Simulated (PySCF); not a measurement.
**Magnetic susceptibility: SMILES [H]/N=C/C(Cl)Cl, C$_{2}$H$_{3}$Cl$_{2}$N**

Cartesian coordinates in Å; atom numbers follow the order of the lines, from 1:
```xyz
8

N     1.341   -0.030    0.610
C     0.409   -0.041   -0.241
C    -1.015    0.035    0.223
Cl   -1.871   -1.440   -0.279
Cl   -1.775    1.489   -0.461
H     2.253   -0.088    0.147
H     0.527   -0.105   -1.339
H    -1.055    0.104    1.317
```

Computed with PySCF 2.14.0, GIAO BHandHLYP/pcSseg-1 magnetisability, rotational g tensor and spin-rotation constants, non-relativistic, gas phase. Geometry: PBE0-D3(BJ)/def2-SVP.

Question: How diamagnetic is it, and how anisotropic?

Answer: Isotropic -990 × 10⁻³⁰ J/T², or -59.6 × 10⁻⁶ cm³/mol; principal values -1165, -969, -835 × 10⁻³⁰ J/T², anisotropy 287 × 10⁻³⁰ J/T² (root of half the summed squared differences of the principal values). The susceptibility is in cgs units.

Question: Split it along the inertial axes a, b, c into diamagnetic and paramagnetic parts about the centre of mass, with the quadrupole moment.

Answer: 
```tsv
axis	χ (10⁻⁶ cm³/mol)	diamagnetic (10⁻⁶ cm³/mol)	paramagnetic (10⁻⁶ cm³/mol)	summed x² of all electrons (Å²)	quadrupole Θ (D Å)
a	-56.0	-416.8	360.8	98.8	+1.27
b	-70.1	-484.9	414.8	82.8	-3.31
c	-52.7	-770.5	717.8	15.5	+2.04
```
Anisotropies 2χaa − χbb − χcc = +10.8 and 2χbb − χaa − χcc = -31.6 × 10⁻⁶ cm³/mol. Θ is traceless in Buckingham's convention.

Question: And the rotational g tensor?

Answer: 
| axis | rotational constant (GHz) | g | nuclear part | electronic part |
| --- | --- | --- | --- | --- |
| a | 3.1668 | -0.0320 | 0.5047 | -0.5367 |
| b | 2.8405 | -0.0062 | 0.5473 | -0.5535 |
| c | 1.5807 | -0.0188 | 0.5143 | -0.5331 |

Asymmetric top; isotopes 12C, 35Cl, 1H, 14N; no vibrational averaging.
